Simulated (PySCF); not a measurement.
Compound: C₃H₂ClOP.
SMILES: `Clc1cpco1`

Method: EOM-IP-CCSD/aug-cc-pVDZ in PySCF, restricted Hartree–Fock reference, 14 core orbitals frozen, non-relativistic, gas phase, PBE0-D3(BJ)/def2-SVP geometry.

Hartree–Fock orbital energies give these Koopmans values (eV): HOMO 8.93, HOMO-1 10.75, HOMO-2 11.48, HOMO-3 13.26, HOMO-4 13.99, HOMO-5 14.31, HOMO-6 16.21, HOMO-7 16.96.

**Question.** What vertical ionisation energies does EOM-IP-CCSD give?

**Answer.** 
```tsv
leading hole (HF orbital)	Koopmans (eV)	EOM-IP-CCSD (eV)	change (eV)	one-hole share
HOMO	8.93	8.96	+0.03	0.96
HOMO-1	10.75	10.20	-0.55	0.95
HOMO-2	11.48	10.64	-0.84	0.94
HOMO-3	13.26	12.16	-1.10	0.95
HOMO-4	13.99	12.79	-1.20	0.94
HOMO-5	14.31	13.01	-1.30	0.95
HOMO-6	16.21	14.25	-1.96	0.94
HOMO-7	16.96	15.43	-1.53	0.94
```

**Question.** Does the order of the lines follow the orbital energies?

**Answer.** Yes, no two lines change places. The corrections run from -1.96 to +0.03 eV, with a mean of -1.06 eV over the 8 lines; EOM-IP-CCSD lies above the Koopmans value for HOMO. Koopmans values leave out both the relaxation of the orbitals and the change in correlation energy.

**Question.** At what kinetic energies would He I light (21.22 eV) eject these electrons?

**Answer.** 12.26 eV (HOMO), 11.02 eV (HOMO-1), 10.58 eV (HOMO-2), 9.06 eV (HOMO-3), 8.43 eV (HOMO-4), 8.21 eV (HOMO-5), 6.97 eV (HOMO-6), 5.79 eV (HOMO-7).

**Question.** What total energy has the lowest final state, and which wavelength reaches it?

**Answer.** E(CCSD) + ionisation energy = -990.74641 + 0.32911 = -990.41730 Eh, at the geometry of the initial state. The threshold wavelength is 1239.84 eV nm/8.96 eV = 138.4 nm.

One root was sought for each valence orbital with −ε under 21 eV, eight at most, so deeper holes and satellites are missing; no vibrational structure.
